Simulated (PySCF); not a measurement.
# Adding and removing an electron: LiC

PBE0; PySCF, no relativity, basis sets Li aug-pcseg-1, C aug-pcseg-1. Neutral (UKS): quartet (σ ↑, π ↑↑), Re = 1.896 Å, ωe = 676 cm⁻¹, De = 2.65 eV, HOMO -5.24 eV, LUMO -1.47 eV.

LiC⁺ (UKS): triplet (σ ↑, π ↑), Re = 2.366 Å, ωe = 300 cm⁻¹, De = 0.47 eV to Li⁺ + C. The energies at the minima are -45.34832 hartree for LiC and -45.06383 for LiC⁺.

Question: Work out the adiabatic ionisation energy, without and with harmonic zero-point energies (1 hartree = 27.2114 eV, 1 eV = 8065.5 cm⁻¹), and the change of the bond length.

Answer: At PBE0: 0.28449 hartree = 7.741 eV between the minima; the zero-point term (300.0 − 676.0)/2 cm⁻¹ = -0.023 eV makes it 7.718 eV. Re changes by +47.0 pm against the neutral. The electron leaves a π orbital, and the ion is left as a loose complex of an ion and an atom.

Weak bonds: LiC⁺. Basis-set superposition, not corrected here, can be much of De in a small basis, most of all at correlated wavefunction levels. For an ion De counts to the pair picked by the measured ionisation energies or electron affinities, which need not be the lowest pair at this level. States were picked by a PBE0 search and need not be the measured ground states.
